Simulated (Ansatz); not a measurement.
# B2H2O: up Jacob's ladder to CCSD(T)

One table from this session's results is given with a row withheld; the runs are named, their logs left out.

The runs use Ansatz 0.2.0, Gaussian basis; functionals in def2-TZVPP, the program's frozen cores in correlated methods.

Levels to be run: LDA (SPW92), PBE-D4, revPBE-D4, BLYP-D4, r2SCAN-D4, B97M-V, PBE0-D4, B3LYP-D4, r2SCANh-D4, r2SCAN0-D4, HSE06-D4, BHLYP-D4, CAM-B3LYP-D4, LC-ωPBE, ωB97X-V, ωB97M-V, B2PLYP, PBE-QIDH; CCSD(T)/def2-SVP; CCSD(T)/def2-TZVPP; CCSD(T)/def2-QZVPP; extrapolation to the limit; RPA on PBE.

## The geometry

All runs share one geometry, relaxed beforehand with PBE0-D4 in a triple-zeta def2 set.

SMILES `B1BO1`, 5 atoms, charge 0, spin multiplicity 1.

Atoms are counted from 1 here; the program's logs count them from 0.

Bond lengths: B1–B2 1.566 Å, B1–O3 1.381 Å, B1–H4 1.184 Å, B2–O3 1.381 Å, B2–H5 1.184 Å. Angles: B2–B1–O3 55.5°, B2–B1–H4 175.6°, O3–B1–H4 128.9°, B1–B2–O3 55.5°, B1–B2–H5 175.6°, O3–B2–H5 128.9°, B1–O3–B2 69.1°.

The first run:

in.yaml reads:

```yaml
crystal:
  periodic: [false, false, false]
  atoms:
    - {symbol: B, position_ang: [-0.697827, -0.163941, -0.363553]}
    - {symbol: B, position_ang: [0.633588, 0.463415, 0.170690]}
    - {symbol: O, position_ang: [0.218423, -0.828359, 0.427791]}
    - {symbol: H, position_ang: [-1.721879, -0.559160, -0.808207]}
    - {symbol: H, position_ang: [1.617695, 1.014546, 0.531778]}
basis:
  gaussian: {orbitals: def2-TZVPP}
hamiltonian: {xc: lda}
output: {orbitals: {seedname: orbitals}}
```

Command:

```bash
$ ansatz run in.yaml --threads 2 --pin off --events-out ev --progress --plain --max-ram 4352MiB
```

Among the steps run: LDA; PBE-D4 (GGA); revPBE-D4 (GGA); BLYP-D4 (GGA); r2SCAN-D4 (meta-GGA); B97M-V (meta-GGA); B3LYP-D4 (hybrid); r2SCANh-D4 (hybrid); r2SCAN0-D4 (hybrid); HSE06-D4 (hybrid); BHLYP-D4 (hybrid); CAM-B3LYP-D4 (range-separated); LC-ωPBE (range-separated); ωB97X-V (range-separated); ωB97M-V (range-separated); B2PLYP (double hybrid); PBE-QIDH (double hybrid).

One of the session's tables, all rows but one given; the rest of the session is left out.

It belongs to the step «Frontier levels by functional». 

| functional | HOMO (eV) | LUMO (eV) | gap (eV) |
| --- | --- | --- | --- |
| LDA (SPW92) | -6.36 | -2.93 | 3.43 |
| PBE-D4 | -6.23 | -2.66 | 3.57 |
| revPBE-D4 | -6.18 | -2.56 | 3.61 |
| BLYP-D4 | -6.14 | -2.51 | 3.63 |
| r2SCAN-D4 | -6.45 | -2.35 | 4.10 |
| B97M-V | -6.51 | -2.36 | 4.15 |
| PBE0-D4 | -7.52 | -1.58 | 5.95 |
| B3LYP-D4 | -7.33 | -1.81 | 5.52 |
| r2SCANh-D4 | ? | ? | ? |
| r2SCAN0-D4 | -7.66 | -1.39 | 6.27 |
| HSE06-D4 | -7.12 | -1.96 | 5.15 |
| BHLYP-D4 | -8.75 | -0.47 | 8.28 |
| CAM-B3LYP-D4 | -8.97 | -0.41 | 8.56 |
| LC-ωPBE | -10.35 | 0.81 | 11.16 |
| ωB97X-V | -9.96 | 0.73 | 10.68 |
| ωB97M-V | -9.80 | 0.52 | 10.32 |

Q: Estimate the row for r2SCANh-D4 from the others.

Worked estimate for «HOMO (eV)». Against the share of exact exchange, r2SCAN-D4 (0, -6.45), r2SCAN0-D4 (0.25, -7.66) give a slope of -4.84 per unit share; at 0.1 the line stands at -6.93.

**Answer.** HOMO (eV): -6.93; LUMO (eV): -1.96; gap (eV): 4.97. In «HOMO (eV)» the line misses by 0.00.
